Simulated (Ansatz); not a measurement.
Ideal-gas functions of `[MgH][O][SiH3]` at 400 K and 1 bar, from an Ansatz frequency run at PBE0-D4/def2-TZVP.

Molar mass 72.42 g/mol, point group C3v (symmetry number 3), electronic degeneracy 1, moments of inertia 5.839, 180.106, 180.106 u Å². Harmonic wavenumbers (cm⁻¹, unscaled): 79, 80, 326, 326, 509, 735, 735, 958, 958, 999, 1098, 1671, 2179, 2179, 2193.

Use S(trans) = R[1.5 ln M + 2.5 ln T − 1.1517]; rotational temperatures θ = 24.2544 K / I; S(rot) = R[ln(√π/σ · √(T³/θAθBθC)) + 1.5]; for each mode x = 1.438777 ν̃/T, S = R[x/(eˣ − 1) − ln(1 − e⁻ˣ)] and H = RT x/(eˣ − 1); 1 cm⁻¹ = 0.0119627 kJ/mol; R = 8.31446 J/(mol·K).

**Question.** By hand: the entropy, in J/(mol·K).

**Answer.** Translation 168.4. Rotation: θ = 4.1539, 0.1347, 0.1347 K, giving 93.6. Vibration, mode by mode: 18.80, 18.70, 7.45, 7.45, 4.36, 2.30, 2.30, 1.21, 1.21, 1.08, 0.81, 0.14, 0.03, 0.03, 0.03, in all 65.9. Electronic 0.0. Sum 327.9 J/(mol·K).

**Question.** By hand: H − E and G − E in kJ/mol, counted from the electronic energy.

**Answer.** Zero-point energy ½ × 15025 × 0.0119627 = 89.9; thermal vibration 13.2; translation, rotation and pV give 4 RT = 13.3. H − E = 116.4 kJ/mol, and G − E = 116.4 − 400 × 327.9/1000 = -14.8 kJ/mol.

Vibration gives 20 % of the entropy, 37.5 J/(mol·K) of it from the modes under 150 cm⁻¹: soft modes count most, and the harmonic formula is weakest for them.
